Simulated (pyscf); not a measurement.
This saddle point was located with ωB97X-D3(BJ)/def2-SVP in PySCF.

```xyz
9

W     -0.1653     0.0050     0.6506
O      0.2818     1.2966    -0.9222
O      1.3324    -0.0321     1.4434
O     -0.3228    -1.3536    -0.3606
O     -1.4470    -0.3370     1.9937
H      0.1353     0.9781    -1.8245
H     -1.4166    -0.0311     2.9071
H     -1.1485     1.7387     0.6156
H     -0.6336     1.8046    -0.2503
```
Charge 0, spin multiplicity 1.

Surface: singlet, charge 0. Lowest wavenumbers (cm⁻¹): 1281i, 97, 198, 259, 277.

Problem. What reaction is this the transition state of?

Solution. O=W(=O)(OH)–OH (SMILES [O]=[W](=[O])([OH])[OH]) + H₂ (SMILES [H][H]) <-> O=WH(=O)–OH (SMILES [O]=[WH](=[O])[OH]) + H₂O (SMILES O), a four-centre exchange read from left to right: O–W, H–H broken and H–W, H–O formed. At ωB97M-D3(BJ)/def2-TZVP it lies +1.54 eV from the left side and +0.67 eV from the right (each side as separated species at their lowest minima found). On the product side the descent ends in an adduct with a O–W contact (not fully relaxed), 0.51 eV under the separated species and 1.05 eV under the saddle at ωB97X-D3(BJ)/def2-TZVP. What is counted as broken (O–W) persists as a longer contact in the product adduct; parting that adduct is a step of its own. At the saddle there is also a short H–W contact that neither side keeps. This is the saddle that the search found; another between the same sides may lie lower. Elements past Kr carry the def2 core potentials, without spin-orbit coupling.
